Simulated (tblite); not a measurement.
Species: C5H6F (doublet state).
Geometry (GFN2-xTB, Å), atoms numbered from 1 in this order:
```
atom  x, y, z in Å
C1     1.9807   -0.2402    0.0801
C2     0.6459   -0.0051    0.0087
C3    -0.1721    1.0863   -0.2394
F4     0.0642    2.3764   -0.5135
C5    -1.4585    0.3570   -0.1013
C6    -0.5805   -0.8897    0.1804
H7     2.3581   -1.2223    0.2975
H8     2.6922    0.5495   -0.0793
H9    -2.0694    0.3023   -1.0039
H10   -2.0942    0.6752    0.7268
H11   -0.6691   -1.6818   -0.5593
H12   -0.6960   -1.3082    1.1774
```

Calculated harmonic vibrations of the isolated species, GFN2-xTB (tblite), most abundant isotopes, no scaling. Against measured fundamentals such values can be off by several per cent, at times by over 20. One conformer, not necessarily the lowest. Open shells enter through the occupations alone, without spin polarisation, and single modes of such species can be off by tens of per cent.

Harmonic wavenumbers (cm⁻¹): 164.4, 234.0, 241.1, 422.4, 434.1, 551.2, 629.2, 757.9, 792.8, 801.0, 917.1, 979.6, 1006.6, 1036.3, 1103.9, 1127.0, 1192.1, 1196.6, 1272.4, 1357.3, 1437.0, 1441.0, 1465.7, 1586.6, 2948.1, 2974.8, 3014.5, 3022.5, 3120.4, 3156.8.

A = 4930, B = 3933, C = 2250 MHz; mass 85.045 u (most abundant isotopes); point group Cs, symmetry number 1; spin multiplicity 2.

Zero-point energy?

½Σν̃ = 20192 cm⁻¹ = 57.73 kcal/mol.

Give the ideal-gas entropy at 500 K and 1 bar in the rigid-rotor, harmonic-oscillator model (classical rotation).

Translation 41.83, rotation 27.94, vibration 21.25, spin (R ln 2) 1.38: S = 92.4 cal/(mol K).

And Cp and H(500 K) − H(0)?

Cp = 35.58 cal/(mol K), of which vibrations give 27.63 (their classical limit is 30 R = 59.6); H(500 K) − H(0) = 10.32 kcal/mol without the zero-point energy, 6.34 from vibrations.

What must be added to the electronic energy to get the Gibbs energy at 500 K and 1 bar?

ZPE + [H(500 K) − H(0)] − T·S = 57.73 + 10.32 − 46.20 = 21.85 kcal/mol.

How do the functions run with temperature in this model?

```csv
T (K),S (cal/(mol K)),Cp (cal/(mol K)),H − H(0) (kcal/mol),G − H(0) (kcal/mol),ln q(vib)
100,59.7,11.2,0.90,-5.07,0.17
200,69.2,17.0,2.30,-11.54,0.91
300,77.4,23.6,4.33,-18.88,1.91
800,111.8,46.7,22.82,-66.61,8.21
1000,122.7,51.4,32.65,-90.08,10.75
```

q(vib) and H(0) count from the zero-point level.

Which modes carry the vibrational entropy at 500 K?

164.4 cm⁻¹: 3.49; 234.0 cm⁻¹: 2.81; 241.1 cm⁻¹: 2.75; 422.4 cm⁻¹: 1.72; 434.1 cm⁻¹: 1.67; 551.2 cm⁻¹: 1.27 cal/(mol K); the other 24 give 7.54 together.

Hindered rotation and anharmonicity are outside this model. Other conformers, if any are populated, would add a mixing term that is left out.
